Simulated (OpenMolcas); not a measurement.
# PF3 (phosphorus trifluoride): methods side by side

PF3: 4 atoms, total charge 0, spin state singlet. SMILES: `FP(F)F`. The coordinates come from a PBE0-D4/def2-TZVP relaxation.

```xyz
4

F     0.8344   -0.6632    0.8745
P    -0.2975    0.3146    0.3923
F    -1.0619   -0.6965   -0.5369
F     0.5250    1.0452   -0.7300
```

Quantity: the vertical energy of the triplet above the singlet, in eV. The values are calculated.

```json
{"level": "HF/STO-3G, open shells restricted", "kind": "Hartree–Fock", "program": "OpenMolcas", "value (eV)": "8.64"}
{"level": "SVWN5/STO-3G", "kind": "LDA", "program": "OpenMolcas", "value (eV)": "7.57"}
{"level": "PBE/STO-3G", "kind": "GGA", "program": "OpenMolcas", "value (eV)": "7.54"}
{"level": "B3LYP/STO-3G", "kind": "global hybrid", "program": "OpenMolcas", "value (eV)": "?"}
{"level": "M06-2X/STO-3G", "kind": "hybrid meta-GGA", "program": "OpenMolcas", "value (eV)": "?"}
{"level": "PBE0/STO-3G", "kind": "global hybrid", "program": "OpenMolcas", "value (eV)": "7.85"}
{"level": "CASSCF(2,2)/STO-3G", "kind": "multireference", "program": "OpenMolcas", "value (eV)": "9.16"}
{"level": "FCI/STO-3G, open shells restricted", "kind": "exact in the basis", "program": "OpenMolcas", "value (eV)": "8.50"}
```

(1) Estimate the missing values from the other rows.

Answers

(1) As computed at these levels: B3LYP/STO-3G: 7.83 eV; M06-2X/STO-3G: 8.26 eV. The values span 7.54 to 9.16 eV. A triplet this far above the singlet is often a Rydberg-like or dissociative state; sets without diffuse functions put Rydberg states too high. All rows use very small basis sets, so even the best lies far from the true value.
